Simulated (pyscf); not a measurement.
Elementary routes open to `[SiH3][SeH]` in the gas phase (singlet surface):
A. `[SiH][SeH]` [singlet] + `[H][H]` (H–Si, H–Si broken; H–H formed)
B. `[SiH2]=[Se]` + `[H][H]` (H–Se, H–Si broken; H–H formed)

Optimised with ωB97X-D3(BJ)/def2-SVP in PySCF.

**Question.** Rank the routes by free-energy barrier at 900 K, lowest first, for ωB97M-D3(BJ)/def2-TZVP energies (ideal gas, 1 atm, RRHO with modes under 100 cm⁻¹ raised to 100, one conformer, R ln 2 for chiral ones without a mode under 150 cm⁻¹).

**Answer.** B (2.29 eV), A (2.43 eV)

Route B is the fastest of these, ahead of the next by 0.14 eV. The most stable products are those of B (ΔG = +0.18 eV), so kinetics and thermodynamics agree. At 298 K B is still the fastest. Only these routes are compared; each barrier is that of the saddle found, and lower ones may exist. Elements up to Kr have no core potential and no relativistic terms here.
